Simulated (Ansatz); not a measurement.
Reaction (isomerisation): `ClC1=CC=C1` → `C=C1C=C1Cl`

Computed with Ansatz on PBE0-D4/def2-TZVP structures; ΔE is electronic, products minus reactants. CCSD(T)/CBS adds triple-zeta CCSD(T) − MP2 to the extrapolated MP2 energy (def2 sets, frozen cores). Functionals use def2-TZVPP.

`ClC1=CC=C1`:

Z-matrix (Å, degrees):
```
C
C 1 1.328
Cl 1 1.688 2 135.7
C 1 1.564 2 91.9 3 -180.0
C 2 1.566 1 88.0 3 180.0
H 2 1.079 1 136.1 3 0.0
H 4 1.079 1 134.8 2 -180.0
H 5 1.081 2 133.3 1 180.0
```

`C=C1C=C1Cl`:

Z-matrix (Å, degrees):
```
C
C 1 1.323
H 1 1.082 2 120.9
H 1 1.082 2 120.5 3 180.0
C 2 1.449 1 152.4 3 -0.0
C 2 1.424 1 153.3 3 -180.0
H 5 1.077 2 148.6 1 0.0
Cl 6 1.673 2 148.3 1 -0.0
```

```tsv
level	ΔE (kcal/mol)	difference from CCSD(T)/CBS
r2SCAN-D4	-15.2	-8.8
ωB97M-V	-10.6	-4.2
B2PLYP	-11.7	-5.3
PBE0	-13.3	-6.9
BHLYP	-13.9	-7.5
CAM-B3LYP	-12.7	-6.3
MP2/def2-SVP	-11.0	-4.6
CCSD/def2-SVP	-8.2	-1.8
CCSD(T)/def2-SVP	-7.4	-1.0
MP2/def2-TZVPP	-9.7	-3.3
CCSD(T)/CBS	-6.4	0
```

Largest T1 diagnostic among the species: 0.012.

In def2-TZVPP, CCSD(T) changes the Hartree–Fock value by +8.2 kcal/mol (the triples alone add +1.2 kcal/mol) and MP2 by +5.2 kcal/mol. At CCSD(T), def2-SVP lies −1.0 kcal/mol from the extrapolated value and def2-TZVPP −0.4 kcal/mol.
